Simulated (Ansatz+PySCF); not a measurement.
# doublet CH₅N(+): levels of theory in one basis

```xyz
7

H    -0.0166    0.9597   -1.3619
C     0.0639    0.0000   -0.8760
N     0.0037    0.0000    0.6130
H    -0.0166   -0.9597   -1.3619
H    -0.9658    0.0000    0.9682
H     0.4657    0.8277    1.0093
H     0.4657   -0.8277    1.0093
```

Basis set: cc-pVTZ (spherical functions). Frozen core: 2 orbitals. Correlation on ROHF uses semicanonical orbitals with singles. Charge 1, multiplicity 2.

Computed with Ansatz (development build ahead of 0.2.0); each method stands on the lowest determinant of its kind that the runs found.

```csv
method,E − E(ROHF) (eV),<S²> of the determinant
ROHF,0.00,0.75
UHF,-0.14,0.76
ROHF-MP2,-9.89,–
UHF-MP2,-9.88,0.76
```

Problem. What does ROHF-CCSD(T) give on the same scale?

Solution. -10.97 eV.

Problem. Is a single determinant a sound starting point here?

Solution. By this sign, yes. Unrestricted orbitals gain 0.14 eV and <S²> is 0.76 against 0.75 for a pure state.
